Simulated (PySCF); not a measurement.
PH2OH, H3OP.
Atom-mapped SMILES: `[OH:1][PH2:2]` (hydrogens: H3 on O1; H4, H5 on P2)

Theory: core-valence-separated Tamm–Dancoff BHandHLYP/aug-pcX-1 (pcseg-1 on H, def2-SVPD on P) in PySCF, non-relativistic, gas phase, PBE0-D3(BJ)/def2-SVP geometry. No empirical shift is added; at this level the pattern usually sits a few eV under experiment.

Problem. List the oxygen K-edge absorption lines.

Solution. 
```tsv
E (eV)	f	core hole on	main final orbital
531.77	0.0192	O1	LUMO (85 %)
533.11	0.0419	O1	LUMO+3 (47 %)
534.24	0.0136	O1	LUMO+2 (89 %)
535.13	0.0019	O1	LUMO+1 (56 %)
535.78	0.0102	O1	LUMO+4 (77 %)
536.09	0.0045	O1	LUMO+5 (86 %)
536.84	0.0001	O1	LUMO+6 (85 %)
```

The first line with a tenth or more of the strongest one's intensity is at 531.77 eV (f = 0.019), with the hole on O1 (hydroxyl oxygen). The strongest listed is at 533.11 eV (f = 0.042; O1).

Roots within 0.03 eV whose holes lie on the same, on equivalent or on shared atoms are summed into one line, and the highest roots are left out, as the search may have cut off their partners. Final orbitals are the ground state's empty Kohn–Sham orbitals.

Problem. What is the summed oscillator strength of the listed O K lines, and their intensity-weighted mean energy?

Solution. Σf = 0.091 over 7 lines from 531.77 to 536.84 eV; the weighted mean is 533.48 eV. The strongest line holds 46 % of the sum.

The list ends where the root search ended, not at a threshold.

On Arm Neoverse V2, one thread, no GPU (shared host), this took 0.9 s of wall time.

The values belong to the conformer `[OH:1][PH2:2]`: H–O1–P2–H -133°, H–O1–P2–H 134°.
